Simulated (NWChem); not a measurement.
# Correlation energy of N (+1)

```xyz
1

N      0.0000     0.0000     0.0000
```
Charge +1, spin multiplicity 3.

All runs are NWChem calculations.

Basis set: def2-QZVP. Each correlation energy counts from its own Hartree-Fock reference.

The correlated methods keep 1 core orbital frozen. No SCF solution was tested for a lower state. Open-shell Hartree-Fock references start from PBE0 orbitals. Coupled-cluster values serve here as a point of comparison, not as the truth.

**Question.** For the correlation energy, UMP2 gives -77.1 mHa and SCS-UMP2 gives -80.5 mHa. What do CCSD on UHF, CCSD[T] on UHF, CCSD(T) on UHF give?

**Answer.** CCSD on UHF: -96.9 mHa; CCSD[T] on UHF: -98.8 mHa; CCSD(T) on UHF: -98.7 mHa.
